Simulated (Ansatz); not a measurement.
# AlSiH (triplet): the correlation ladder at a displaced geometry (v2), cc-pVDZ

The task here is to estimate one member of a computed series from the others.

Program: Ansatz 0.2.0, Gaussian basis. Level of theory: cc-pVDZ, core rule «outside noble gas», up to 10 orbitals frozen. These are calculated values, not measurements.

The runs, in order: UHF; CCSD(T) on ROHF; CCSD(T) on UHF; BCCD(T) on ROHF; CISD as a restricted active space (open shells left free, so some higher excitations enter); CCSDT(Q) on ROHF; CCSDT(Q) on UHF; CASSCF and MRCISD+Q, 8 electrons in 9 orbitals; CASSCF and NEVPT2, 8 electrons in 9 orbitals.

25 further runs of the same task are left out: 4 for a known fault of the program, 6 that didn't finish, 15 set aside as unsound or not needed. Runs told in other sessions of the task aren't counted.

## What is computed

The geometry is a PBE0/def2-TZVP stationary point (not a proven minimum) with its atoms shifted at random (size 0.100 Å).

3 atoms, charge 0, spin multiplicity 3.

Atoms are counted from 1 here; the program's logs count them from 0.

Bond lengths: Si1–Al2 2.328 Å, Al2–H3 1.609 Å. Angles: Si1–Al2–H3 173.1°.

Geometry (Å):

```xyz
3
AlHSi
Si    0.08438    0.00522    2.08360
Al   -0.08050    0.01360   -0.23828
H    -0.00388   -0.01883   -1.84532
```

The first run:

Input file in.yaml:

```yaml
crystal:
  periodic: [false, false, false]
  atoms:
    - {symbol: Si, position_ang: [0.084376, 0.005225, 2.083598]}
    - {symbol: Al, position_ang: [-0.080498, 0.013599, -0.238276]}
    - {symbol: H, position_ang: [-0.003878, -0.018825, -1.845322]}
basis:
  gaussian: {orbitals: cc-pVDZ}
magnetization: {spin_polarized: true, initial_magnetization: 2}
hamiltonian: {xc: hf}
output: {orbitals: {seedname: orbitals}}
```

Launch:

```sh
$ ansatz run in.yaml --threads 1 --pin off --events-out ev --progress --plain --max-ram 2393MiB
```

Among the steps run: UHF; CCSD(T) on ROHF; CCSD(T) on UHF; BCCD(T) on ROHF; CISD as a restricted active space (open shells left free, so some higher excitations enter); CCSDT(Q) on ROHF; CCSDT(Q) on UHF; CASSCF and MRCISD+Q, 8 electrons in 9 orbitals; CASSCF and NEVPT2, 8 electrons in 9 orbitals.

One of the session's tables, all rows but one given; the rest of the session is left out.

It belongs to the step «Misses and costs». 

| method | from UCCSDT(Q) (meV) |
| --- | --- |
| ROHF | +4318.7 |
| UHF | +4215.7 |
| RMP2 | +1053.5 |
| UMP2 | +1090.5 |
| CISD | ? |
| RCCSD | +227.2 |
| UCCSD | +224.9 |
| RCCSD(T) | +56.7 |
| UCCSD(T) | +57.8 |
| BCCD(T) | +58.3 |
| RCCSDT | +13.0 |
| UCCSDT | +12.7 |
| RCCSDT(Q) | +0.9 |
| UCCSDT(Q) | 0 |
| CASSCF valence | +2575.3 |
| NEVPT2 valence | +731.6 |
| MRCISD valence | +176.5 |
| MRCISD+Q valence | +7.4 |

Estimate the missing values for CISD.

**Answer.** from UCCSDT(Q) (meV): +481.4. In the column «from UCCSDT(Q) (meV)» it lies between RCCSD (+227.2) and NEVPT2 valence (+731.6).

Caveats from the session: Restricted and unrestricted rows rest on different reference determinants; a gap between their highest levels can come from leftover correlation error, from unlike frozen cores or from another state.
